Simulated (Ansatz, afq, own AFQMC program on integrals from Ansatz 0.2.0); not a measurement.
Where AFQMC and coupled cluster stand for BNH⁺, quintet

```xyz
3

B     0.0000   -0.1852    0.7730
N     0.0000    0.0874   -0.7050
H     0.0000    0.7718    1.5065
```

Connectivity, by distances: BH–N.

Basis cc-pVDZ. Noble-gas cores (and the filled d shells of Ga–Kr and In–Xe) are frozen. Ansatz 0.2.0 and our own AFQMC program on the same integrals; the CISD trial comes from CCSD amplitudes, and released means the phaseless constraint is let go. Free AFQMC starts from the CCSD state and is never constrained. Its projection time is finite, and what remains of the start isn't in its error. Uncertainties: one standard error, sampling alone.

Determinant: ROHF, the one that the program's search chose, which needn't be the lowest solution. The geometry is a PBE0/def2-TZVP stationary point of this or a neighbouring charge and spin state.

No full CI on the walks' own integrals is used here; CCSDTQ serves as the reference and is uncertain by about the last step of the cluster series.

Cautions: another spin lies lower (by 3.15 eV); raised T1 diagnostic (T1 0.040, weight of the determinant 0.91, largest double 0.04); the released energies are still falling, so no released level is given (meV from the phaseless value at times in 1/Eh: -3.5 ± 1.7 at 0.24, -6.4 ± 1.4 at 0.51, -9.9 ± 1.2 at 0.99, -11.8 ± 1.9 at 1.62, -14.5 ± 1.4 at 2.40).

- T1 diagnostic: 0.0404
- weight of the determinant in the CISD state: 0.911
- size of the correlated space: 8 electrons in 31 orbitals

```
  level  correlation energy (eV)
    MP2                  -3.0638
   CCSD                  -3.9132
CCSD(T)                  -3.9958
```

Q: Estimate where phaseless AFQMC with a CISD trial lies against CCSD(T) on the same integrals.

A: 0.49 ± 0.04 kcal/mol below CCSD(T).

Reference: CCSDTQ, correlation energy -4.026 eV.

```
        level  E − E(reference) (kcal/mol)  share of correlation (%)
      CCSD(T)                         0.70                     99.25
        CCSDT                         0.08                     99.91
     CCSDT(Q)                         0.01                     99.98
  ph-AFQMC/HF                 -1.50 ± 0.44                    101.61
ph-AFQMC/CISD                  0.21 ± 0.04                     99.78
   free AFQMC                  0.01 ± 0.06                     99.99
```

CCSDT and higher add their correlation energy to the determinant of the CCSD(T) run, since their own runs factorise the integrals more tightly (a shift of under 2 meV). Free projections are given only where their last times agree within the noise and don't stop above the reference; a slow remainder of the start can still hide under it. A walk keeps the symmetry of its determinant, which the program's search chose and which needn't be the lowest solution, so a lower state of the same spin and another symmetry isn't excluded.
